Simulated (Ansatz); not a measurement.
Results of LDA (Ansatz, an electronic-structure program, PAW) for bcc Li.

A relaxed, unreconstructed slab of the (111) face has 18 atoms, two equal faces of 19.603 Å² each and an energy of -3628.0701 eV. A bulk cell of 3 atoms with the same orientation and in-plane k mesh has -604.9205 eV. Energies are extrapolated to zero smearing.

Run with plane-wave cutoff 500 eV, 18×18×1 k mesh (along the axes of the cell as run), Fermi–Dirac smearing 0.1 eV, scalar-relativistic PAW data made under PBE.

Worked out: γ = (E_slab − N E_bulk per atom)/2A = [-3628.0701 − 18 × (-604.9205/3)]/(2 × 19.603) = 0.0371 eV/Å². With 16.022 J/m² per eV/Å² this is 0.59 J/m², or 0.73 eV per surface cell and face.
